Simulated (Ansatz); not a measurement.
## Worked example: correlation energy of Al₂H, sextet

Geometry: that of the Al2H, quartet, kept fixed. The doublet lies 5.7 eV lower here.

```xyz
3

Al    0.0000    0.0000    0.2591
Al    0.0000    0.0000   -2.1014
H     0.0000    0.0000    1.8423
```

Basis 6-31G; Ansatz 0.2.0. Correlated methods freeze the noble-gas cores, which leaves 7 electrons in 18 orbitals. R marks a restricted (for open shells ROHF) determinant, U an unrestricted one.

Full CI is exact within this basis and frozen core; it isn't the basis-set limit. The frozen core follows each run's orbitals, which can shift R against U totals by a few meV.

Runs differ by some tens of microhartree through their thresholds and, for an open shell, their frozen cores, so steps under 0.1 kcal/mol mean nothing.

```tsv
level	total energy (hartree)
UHF	-484.102532
UMP2	-484.128586
UCCSD	-484.146388
UCCSD(T)	-484.147585
UCCSDT	-484.148629
UCCSDT(Q)	-484.148693
UCCSDTQ	-484.148713
full CI	-484.148684
```

Problem. What is the correlation energy at full CI, and what share of it do UMP2 and UCCSD recover?

Solution. E(corr) = -484.148684 − (-484.102532) = -0.046152 hartree = -1.256 eV. UMP2: -0.026054 / -0.046152 = 56.45 %. UCCSD: -0.043856 / -0.046152 = 95.03 %.

Problem. By how many kcal/mol does UCCSD(T) miss full CI (1 hartree = 627.509 kcal/mol), and which steps make up the rest?

Solution. -484.147585 − (-484.148684) = 0.001099 hartree = 0.69 kcal/mol. Steps: UCCSDT − UCCSD(T) = -0.66, UCCSDT(Q) − UCCSDT = -0.04, UCCSDTQ − UCCSDT(Q) = -0.01, full CI − UCCSDTQ = 0.02 kcal/mol. That is within 1 kcal/mol of the reference in this basis, which itself misses far more of the correlation at the basis-set limit.
